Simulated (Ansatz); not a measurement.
# B2HCl (triplet): wave-function methods side by side, def2-TZVPP

An exercise on one series of results from a longer session: the logs are not shown, and one member is left open.

Program: Ansatz 0.2.0, Gaussian basis. Level of theory: def2-TZVPP, core rule «outside noble gas», up to 7 orbitals frozen. These are calculated values, not measurements.

To be run: UHF; ROHF; CCSD(T) on UHF.

2 further runs of the same task are left out: 2 set aside as unsound or not needed.

## The system

The geometry is a PBE0/def2-TZVP stationary point (not a proven minimum) of the parent state, kept for this charge and spin.

4 atoms, charge 0, spin multiplicity 3.

Atoms are counted from 1 here; the program's logs count them from 0.

Bond lengths: B1–B2 1.516 Å, B1–H4 1.174 Å, B2–Cl3 1.678 Å. Angles: B2–B1–H4 180.0°, B1–B2–Cl3 180.0°.

The first run:

The input, in.yaml:

```yaml
crystal:
  periodic: [false, false, false]
  atoms:
    - {symbol: B, position_ang: [0.000000, 0.000000, 0.883625]}
    - {symbol: B, position_ang: [0.000000, 0.000000, -0.631972]}
    - {symbol: Cl, position_ang: [0.000000, 0.000000, -2.309722]}
    - {symbol: H, position_ang: [0.000000, 0.000000, 2.058069]}
basis:
  gaussian: {orbitals: def2-TZVPP}
magnetization: {spin_polarized: true, initial_magnetization: 2}
hamiltonian: {xc: hf}
output: {orbitals: {seedname: orbitals}}
```

The run is started by

```bash
ansatz run in.yaml --threads 1 --pin off --events-out ev --progress --plain --max-ram 4096MiB --backend cpu
```

Among the steps run: UHF; ROHF; CCSD(T) on UHF.

One table of the session follows, with a row left open; its other results are not shown here.

It belongs to the step «Misses and costs». 

```
  method  from UCCSD(T) (meV)
    ROHF             +10769.4
     UHF             +10665.5
    UMP2              +1429.8
   UCCSD                    ?
UCCSD(T)                    0
```

Q: Estimate the row for UCCSD from the others.

The run gave: from UCCSD(T) (meV): +459.2. In the column «from UCCSD(T) (meV)» it lies between UCCSD(T) (0) and UMP2 (+1429.8).
